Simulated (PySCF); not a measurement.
Geometry:
```
atom   x (Å)   y (Å)   z (Å)
 Si1   0.559   0.965   0.867
  H2   0.530   0.932   2.360
  H3   1.985   1.036   0.405
  H4  -0.093   2.229   0.389
  N5  -0.255  -0.457   0.328
  C6  -0.483  -0.831  -1.043
  H7  -0.624  -1.099   1.017
  H8  -1.557  -0.892  -1.300
  H9  -0.041  -0.081  -1.718
 H10  -0.022  -1.801  -1.305
```

Geometry: PBE0-D3(BJ)/def2-SVP; GIAO shifts from PySCF 2.14, gas phase, non-relativistic, averaged over equivalent atoms.

At PBE0/pcSseg-1 (93 basis functions, 4.7 s wall time on 1 thread of an Arm Neoverse V1, shared host):
```json
{"atoms": "Si1", "δ (ppm)": "-56.0"}
{"atoms": "H2/H3/H4", "δ (ppm)": "4.60"}
{"atoms": "H8/H9/H10", "δ (ppm)": "2.60"}
{"atoms": "H7", "δ (ppm)": "-0.66"}
{"atoms": "N5", "δ (ppm)": "-4.1"}
{"atoms": "C6", "δ (ppm)": "31.9"}
```

Chemical shifts δ = σref − σ; ²⁹Si (351.99 ppm), ¹H (31.27 ppm), ¹³C (184.41 ppm) against TMS; NH3 for ¹⁵N (265.67 ppm), all at this level.

Estimate the result of repeating the calculation with B3LYP/pcSseg-1.

## Answers


```
    atoms  δ at B3LYP/pcSseg-1  change
      Si1                -60.9    -4.9
 H2/H3/H4                 4.51   -0.09
H8/H9/H10                 2.64   +0.04
       H7                -0.64   +0.02
       N5                  0.4    +4.5
       C6                 32.5    +0.6
```

Shifts are taken against calculated references (same method and geometry level): ²⁹Si (σ = 337.86 ppm), ¹H (σ = 31.38 ppm), ¹³C (σ = 179.24 ppm) vs TMS; NH3 for ¹⁵N (σ = 263.54 ppm).

The largest change is at Si1 (silicon bonded to N, 3 H). Cost: 93 basis functions, 3.4 s wall time on 1 thread of an Arm Neoverse V1, shared host.

Experimental scales use liquid or dissolved standards, which lie at an offset from isolated NH3 (liquid NH3: subtract about 20 ppm).
